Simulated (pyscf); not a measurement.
**Four-centre exchange: `[CH2]=[CH2]` + `[ClH]` → `[CH2]=[CH][Cl]` + `[H][H]`**

Gas phase, singlet surface, charge 0. Bonds broken: C1–H3, Cl7–H8. Bonds formed: C1–Cl7, H3–H8. PySCF, gas phase, ωB97X-D3(BJ)/def2-SVP geometries.

Transition state (Å):

```xyz
8

C     -0.7226    -0.0404     0.3298
C      0.4175    -0.2974    -0.3023
H     -0.4759     0.4915     1.6867
H     -1.5605     0.5885     0.0325
H      0.5205     0.1115    -1.3110
H      1.2009    -0.9374     0.1054
Cl    -1.8712    -1.7130     1.2545
H     -0.9024    -0.2253     1.8443
```

One imaginary mode, 1589i cm⁻¹; descent along it reached the two sides named.

```
bond    change  reactant side (Å)  saddle  product side
------  ------  -----------------  ------  ------------
C1–H3   breaks              1.096   1.478           3.9
Cl7–H8  breaks              1.289   1.871           2.9
C1–Cl7   forms                3.7   2.230         1.733
H3–H8    forms                2.7   0.849         0.761
```

Electronic energies relative to the separated reactants (kJ/mol):

```json
[
 {"level": "ωB97X-D3(BJ)/def2-TZVP", "barrier": "396.7", "reaction energy": "+67.8", "reverse barrier": "328.9"},
 {"level": "PBE/def2-TZVP", "barrier": "335.5", "reaction energy": "+62.0", "reverse barrier": "273.5"},
 {"level": "r²SCAN/def2-TZVP", "barrier": "353.8", "reaction energy": "+64.1", "reverse barrier": "289.7"},
 {"level": "B3LYP-D3(BJ)/def2-TZVP", "barrier": "370.3", "reaction energy": "+68.1", "reverse barrier": "302.2"},
 {"level": "PBE0-D3(BJ)/def2-TZVP", "barrier": "365.6", "reaction energy": "+67.7", "reverse barrier": "297.9"},
 {"level": "M06-2X/def2-TZVP", "barrier": "387.0", "reaction energy": "+64.5", "reverse barrier": "322.5"},
 {"level": "ωB97M-D3(BJ)/def2-TZVP", "barrier": "392.8", "reaction energy": "+73.8", "reverse barrier": "319.0"},
 {"level": "HF/def2-TZVP", "barrier": "489.0", "reaction energy": "+94.3", "reverse barrier": "394.7"}
]
```

With ωB97M-D3(BJ)/def2-TZVP energies and thermal terms (ideal gas, 1 atm, RRHO with modes under 100 cm⁻¹ raised to 100, one conformer, R ln 2 for chiral ones without a mode under 150 cm⁻¹), in kJ/mol:

```
T (K)    ΔH‡    ΔG‡     ΔH     ΔG
-----  -----  -----  -----  -----
298    380.4  416.4  +61.6  +65.2
600    382.1  452.4  +65.1  +67.4
900    385.2  486.9  +67.9  +67.9
1200   388.2  520.3  +69.8  +67.6
```

The same reactants have a lower exit, to H₃C–CH₂–Cl (barrier +164.0 kJ/mol at ωB97M-D3(BJ)/def2-TZVP, against +392.8 kJ/mol here). This is the saddle that the search found; another between the same sides may lie lower.
